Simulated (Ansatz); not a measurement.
# BHF (doublet): the correlation ladder, def2-QZVPP

One table from this session's results is given with a row withheld; the runs are named, their logs left out.

Method: def2-QZVPP, core rule «outside noble gas», up to 2 orbitals frozen; program: Ansatz 0.2.0, Gaussian basis.

The runs, in order: UHF; ROHF; CCSD(T) on UHF.

2 further runs of the same task are left out: 2 set aside as unsound or not needed.

## What is computed

The geometry is a PBE0/def2-TZVP stationary point (not a proven minimum).

3 atoms, charge 0, spin multiplicity 2.

Atoms are counted from 1 here; the program's logs count them from 0.

Bond lengths: B1–F2 1.301 Å, B1–H3 1.206 Å. Angles: F2–B1–H3 121.0°.

Set-up of the first run:

in.yaml

```yaml
crystal:
  periodic: [false, false, false]
  atoms:
    - {symbol: B, position_ang: [0.000000, -0.193343, 0.758138]}
    - {symbol: F, position_ang: [0.000000, 0.073312, -0.515115]}
    - {symbol: H, position_ang: [0.000000, 0.691921, 1.577603]}
basis:
  gaussian: {orbitals: "def2-QZVPP.json"}
magnetization: {spin_polarized: true, initial_magnetization: 1}
hamiltonian: {xc: hf}
output: {orbitals: {seedname: orbitals}}
```

Launch:

```
> ansatz run in.yaml --threads 1 --pin off --events-out ev --progress --plain --max-ram 2393MiB
```

Steps of the session up to this table: UHF; ROHF; CCSD(T) on UHF.

One table of the session follows, with a row left open; its other results are not shown here.

```
  method  from UCCSD(T) (kcal/mol)
    ROHF                   +235.56
     UHF                   +234.74
    UMP2                         ?
   UCCSD                     +7.23
UCCSD(T)                         0
```

Q: Estimate the row for UMP2 from the others.

The run gave: from UCCSD(T) (kcal/mol): +12.19. In the column «from UCCSD(T) (kcal/mol)» it lies between UCCSD (+7.23) and UHF (+234.74).
